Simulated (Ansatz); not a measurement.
# Gold, fcc under LDA: how the plane-wave cutoff moves the result

How high must the plane-wave cutoff be for energy and pressure to settle? The geometry was relaxed under LDA beforehand and stays fixed; 9 values are run, from 150 to 800 eV. Wanted are the values from which on the energy stays within 10 and 1 meV/atom, and the pressure within 0.5 GPa, of the last run. Within the series other settings stay, but some runs also write fields, which adds to their time. Spin polarisation is left out.

Program: Ansatz 0.2.0. Level of theory: DFT LDA, plane waves with PAW, scalar-relativistic. These are calculated values, not measurements.

## Step 1: The starting structure

The structure is cubic, space group Fm-3m (No. 225). Conventional cell: a = 4.046 Å, b = 4.046 Å, c = 4.046 Å, α = 90.00°, β = 90.00°, γ = 90.00°. Au (site symmetry m-3m) is surrounded by 12 Au at 2.86 Å.

Structure file:

```cif
data_structure
_symmetry_space_group_name_H-M 'Fm-3m'
_symmetry_Int_Tables_number 225
_cell_length_a 4.0459
_cell_length_b 4.0459
_cell_length_c 4.0459
_cell_angle_alpha 90.000
_cell_angle_beta 90.000
_cell_angle_gamma 90.000
_cell_volume 66.23
loop_
_atom_site_label
_atom_site_type_symbol
_atom_site_symmetry_multiplicity
_atom_site_Wyckoff_symbol
_atom_site_fract_x
_atom_site_fract_y
_atom_site_fract_z
_atom_site_occupancy
Au1 Au 4 a 0.00000 0.00000 0.00000 1
```

## Step 2: A run at the usual settings, for scale

input.yaml reads:

```yaml
crystal:
  lattice:
    - [0.0, 2.0229622709, 2.0229622709]
    - [2.0229622709, 0.0, 2.0229622709]
    - [2.0229622709, 2.0229622709, 0.0]
  atoms:
    - { symbol: Au, position: [0.0, 0.0, 0.0] }
hamiltonian:
  xc: lda
  pseudopotentials:
    kind: paw
    azcp:
      Au: "pseudopotentials/Au.paw.azcp"
basis:
  ecutwfc: 420
  fft_grid_basis: typed
kpoints:
  mp_grid: { grid: [22, 22, 22], shift: [0, 0, 0] }
magnetization:
  spin_polarized: false
scf:
  occupations: { method: fermi_dirac, width: 0.1 }
  lower_state_search: "off"
output:
  stress: true
```

On the command line:

```sh
$ ansatz run input.yaml --threads 2 --pin off --max-ram 5120MiB --backend cpu --events-out ev --progress --plain --runs-dir out
```

## Step 3: Cutoff 150 eV

The run at 150 eV.

Changes to input.yaml since step 2:

```diff
@@ -14,6 +14,6 @@
 basis:
-  ecutwfc: 420
+  ecutwfc: 150
   fft_grid_basis: typed
 kpoints:
-  mp_grid: { grid: [22, 22, 22], shift: [0, 0, 0] }
+  mp_grid: { grid: [13, 13, 13], shift: [0, 0, 0] }
 magnetization:
@@ -25 +25,5 @@
   stress: true
+  write_density: true
+  write_potential: true
+  elf: true
+  volumetric_format: npy
```

## Step 4: Cutoff 200 eV

The run at 200 eV.

Changes to input.yaml since step 3:

```diff
@@ -14,3 +14,3 @@
 basis:
-  ecutwfc: 150
+  ecutwfc: 200
   fft_grid_basis: typed
```

## Step 5: Cutoff 250 eV

The run at 250 eV.

Changes to input.yaml since step 4:

```diff
@@ -14,3 +14,3 @@
 basis:
-  ecutwfc: 200
+  ecutwfc: 250
   fft_grid_basis: typed
@@ -25,5 +25 @@
   stress: true
-  write_density: true
-  write_potential: true
-  elf: true
-  volumetric_format: npy
```

## Step 6: Cutoff 300 eV

The run at 300 eV.

Changes to input.yaml since step 5:

```diff
@@ -14,3 +14,3 @@
 basis:
-  ecutwfc: 250
+  ecutwfc: 300
   fft_grid_basis: typed
```

## Step 7: Cutoff 350 eV

The run at 350 eV.

Changes to input.yaml since step 6:

```diff
@@ -14,3 +14,3 @@
 basis:
-  ecutwfc: 300
+  ecutwfc: 350
   fft_grid_basis: typed
@@ -25 +25,5 @@
   stress: true
+  write_density: true
+  write_potential: true
+  elf: true
+  volumetric_format: npy
```

## Step 8: Cutoff 420 eV

The run at 420 eV.

Changes to input.yaml since step 7:

```diff
@@ -14,3 +14,3 @@
 basis:
-  ecutwfc: 350
+  ecutwfc: 420
   fft_grid_basis: typed
```

## Step 9: Cutoff 500 eV

The run at 500 eV.

Changes to input.yaml since step 8:

```diff
@@ -14,3 +14,3 @@
 basis:
-  ecutwfc: 420
+  ecutwfc: 500
   fft_grid_basis: typed
```

## Step 10: Cutoff 600 eV

The run at 600 eV.

Changes to input.yaml since step 9:

```diff
@@ -14,3 +14,3 @@
 basis:
-  ecutwfc: 500
+  ecutwfc: 600
   fft_grid_basis: typed
@@ -25,5 +25 @@
   stress: true
-  write_density: true
-  write_potential: true
-  elf: true
-  volumetric_format: npy
```

## Step 11: Cutoff 800 eV

The run at 800 eV.

Changes to input.yaml since step 10:

```diff
@@ -14,3 +14,3 @@
 basis:
-  ecutwfc: 600
+  ecutwfc: 800
   fft_grid_basis: typed
```

(Steps that only read results are left out.)

Before running it: what results should come out?

The runs gave:

```
                                                                      quantity                                value
                                   E(σ → 0) stays within 10 meV/atom of 800 eV                       from 350 eV on
                                              E(σ → 0) stays within 1 meV/atom                       from 500 eV on
                                                 pressure stays within 0.5 GPa                       from 300 eV on
                                                            pressure at 800 eV                             0.00 GPa
                                               CPU time, dearest over cheapest                                  2.4
run at the usual settings (mesh 22×22×22 against the series' 13×13×13, 420 eV)  +4.8 meV/atom from 800 eV, 0.25 GPa
```

The far end, 150 eV, lies +50671 meV/atom and -69.2 GPa from the yardstick. Each step up in cutoff lowers the energy. Total energies within 1 meV/atom need 500 eV; differences between like structures often settle sooner.
